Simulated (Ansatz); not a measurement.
A made-up structure of CH6BN, singlet:

```xyz
9
angstrom
B 0.3890 1.2240 -0.1176
C -0.5403 -1.0019 0.7443
N 0.2900 -0.3118 -0.2201
H 1.2091 1.7969 -0.7747
H -0.3879 1.8624 0.5363
H -0.0288 -0.3878 -1.1860
H 1.2195 -0.7306 -0.2519
H -0.8145 -1.9722 0.4174
H -1.4293 -0.4598 0.9430
```

It is relaxed with PBE-D4/def2-SVP and then PBE0-D4/def2-TZVP (Ansatz 0.2.0). Atoms count as bonded within 1.22 times the sum of their covalent radii (H–H: 0.88 Å). The end point is not checked to be a true minimum.

(1) Does its bonding change? (Judge from chemistry; the calculation decides.)

## Answers

(1) The calculation gives: Yes. Formed: B1–H6; broken: N3–H6.

Where it ends: The first stage lowers the energy by 3.24 eV in 16 steps. It ends as CH₆BN ([BH3][NH][CH2]):
B1  (0.234, 1.058, -0.461)
C2  (-0.532, -1.066, 0.724)
N3  (0.228, -0.455, -0.083)
H4  (1.353, 1.453, -0.188)
H5  (-0.649, 1.593, 0.172)
H6  (0.073, 1.089, -1.667)
H7  (0.927, -1.028, -0.547)
H8  (-0.433, -2.132, 0.901)
H9  (-1.295, -0.493, 1.242)
(Å)

Labels in which every atom is bracketed show which atoms are joined, not bond orders.

For scale, one of the runs: PBE0-D4/def2-TZVP relaxation, 129 basis functions, launched by `ansatz run in.yaml --threads 2 --pin off --events-out ev --progress --plain --max-ram 4352MiB`. The run took about 13 s on 2 CPU threads of an Arm Neoverse V1 (shared host).
